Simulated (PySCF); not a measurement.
## Structure elucidation problem

The spectra below were simulated for a compound C4H4N2.

$^{1}$H NMR (300 MHz, computed): δ 9.63 (m, 2H), 7.44 (m, 2H).

$^{13}$C{$^{1}$H} NMR (computed): δ 155.9 (CH, 2C), 129.9 (CH, 2C).

[PySCF: NMR shieldings at PBE0/pcSseg-1/GIAO; spin–spin couplings from B3LYP/pcJ-1 (spin–dipole term only in couplings to heteroatoms); structure optimised with GFN2-xTB; rapidly exchanging positions averaged; non-relativistic Hamiltonian; one computed conformer; isolated molecule]

Chemical shifts δ = σref − σ; $^{1}$H (σref 31.72) and $^{13}$C (σref 186.93) against TMS, all at this level.

**Question.** Choose the structure that fits.
A. N#CCCC#N
B. c1cncnc1
C. c1ccnnc1

**Answer.** C. 

1. Rings plus π bonds: 4 (1 ring in the answer).
2. 2 carbon signals for 4 carbons: some carbons are equivalent by symmetry or fast rotation.
3. Carbon types of the structure: 4 × CH, which accounts for all hydrogens.
4. δC 155.9: aromatic CH next to a ring nitrogen; the adjacent pyridine-type nitrogen withdraws density from it.
5. δC 129.9: aromatic CH; the aromatic region.
6. δH 9.63: hydrogen on an aromatic CH next to a ring nitrogen; ring current plus the neighbouring ring nitrogen.
7. δH 7.44: hydrogen on an aromatic CH; it sits in the deshielding region of the aromatic ring current.

The others: N#CCCC#N would give 1 signal for carbon-bound and other non-exchanging H, not 2; c1cncnc1 would give 3 carbon signals, not 2.

Multiplet labels drop couplings under 1 Hz and merge nearly equal ones. Couplings among chemically equivalent protons are left out too, so labels in AA′BB′ or AA′XX′ sets are apparent multiplicities. Unscaled 3J(H,H) at this level run about 10 % above measured values. Shifts are as computed. Against solution values, carbons near 30 ppm lie about +3 ppm off and those near 130 ppm about +5 ppm. Of 1211 compounds with measured shifts, 218 miss one by over three times the rms of a fit or turn the order of signals round; such compounds aren't used in these exercises.
